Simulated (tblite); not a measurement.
Species: C3H7O2S (charge -1).
Numbering: `[CH3:1][CH:2]([CH3:3])[S@@:4](=[O:5])[O-:6]` (hydrogens: H7, H8, H9 on C1; H10 on C2; H11, H12, H13 on C3)

Geometry (GFN2-xTB, Å), atoms numbered from 1 in this order:
```
atom  x, y, z in Å
C1    -0.693   -0.311   -1.076
C2    -0.240    0.457    0.142
C3    -0.351   -0.336    1.426
S4     1.649    0.854   -0.129
O5     2.216   -0.524   -0.237
O6     1.613    1.564   -1.442
H7    -1.758   -0.567   -1.051
H8    -0.490    0.288   -1.963
H9    -0.109   -1.228   -1.147
H10   -0.748    1.423    0.217
H11    0.334   -1.181    1.367
H12   -1.365   -0.715    1.595
H13   -0.062    0.277    2.280
```

Computed values, GFN2-xTB/tblite, gas phase, harmonic and unscaled. This tight-binding method is rough: wavenumbers can miss measured ones by several per cent, in bad cases by 10 to 20. One conformer, not necessarily the lowest.

Harmonic wavenumbers (cm⁻¹): 55.5, 141.0, 180.1, 188.1, 218.3, 294.0, 379.8, 454.6, 517.1, 554.7, 928.1, 942.2, 970.1, 984.5, 1018.5, 1066.6, 1159.8, 1174.6, 1195.3, 1326.1, 1391.2, 1401.0, 1491.8, 1501.7, 1502.6, 1511.0, 2899.0, 2911.0, 2918.7, 2995.1, 3005.8, 3010.2, 3014.7.

A = 4341, B = 2433, C = 2061 MHz; mass 107.017 u (most abundant isotopes); point group C1, symmetry number 1.

Task: What is the zero-point energy?

Result: ½Σν̃ = 21651 cm⁻¹ = 61.90 kcal/mol.

Task: Entropy at 400 K, 1 bar (ideal gas, RRHO, classical rotation)?

Result: Translation 41.41, rotation 27.97, vibration 25.96: S = 95.3 cal/(mol K).

Task: And Cp and H(400 K) − H(0)?

Result: Cp = 34.00 cal/(mol K), of which vibrations give 26.05 (their classical limit is 33 R = 65.6); H(400 K) − H(0) = 8.63 kcal/mol without the zero-point energy, 5.45 from vibrations.

Task: What must be added to the electronic energy to get the Gibbs energy at 400 K and 1 bar?

Result: ZPE + [H(400 K) − H(0)] − T·S = 61.90 + 8.63 − 38.13 = 32.40 kcal/mol.

Task: Which modes carry the vibrational entropy at 400 K?

Result: 55.5 cm⁻¹: 5.19; 141.0 cm⁻¹: 3.36; 180.1 cm⁻¹: 2.88; 188.1 cm⁻¹: 2.80; 218.3 cm⁻¹: 2.52; 294.0 cm⁻¹: 1.97 cal/(mol K); the other 27 give 7.24 together.

Task: Blend soft modes into free rotors: weight 1/[1 + (100 cm⁻¹/ν̃)⁴] for the oscillator and the rest for a rotor with moment μB/(μ + B), μ = h/(8π²ν), B = 10⁻⁴⁴ kg m². What vibrational entropy results?

Result: 24.46 cal/(mol K) in place of 25.96, which changes −T·S at 400 K by +0.60 kcal/mol.

Task: How do the functions run with temperature in this model?

Result: 
```csv
T (K),S (cal/(mol K)),Cp (cal/(mol K)),H − H(0) (kcal/mol),G − H(0) (kcal/mol),ln q(vib)
50,54.4,10.9,0.45,-2.27,0.26
100,63.4,15.5,1.11,-5.23,0.95
298.15,86.3,28.0,5.47,-20.25,4.44
373.15,93.0,32.5,7.74,-26.98,5.75
500,103.5,39.3,12.30,-39.45,7.90
750,121.4,49.2,23.45,-67.64,11.96
1000,136.6,55.7,36.61,-99.94,15.72
```

q(vib) and H(0) count from the zero-point level.

Hindered rotation and anharmonicity are outside this model. Other conformers, if any are populated, would add a mixing term that is left out. The structure is chiral; the term R ln 2 for an equal mix with its mirror image is left out.
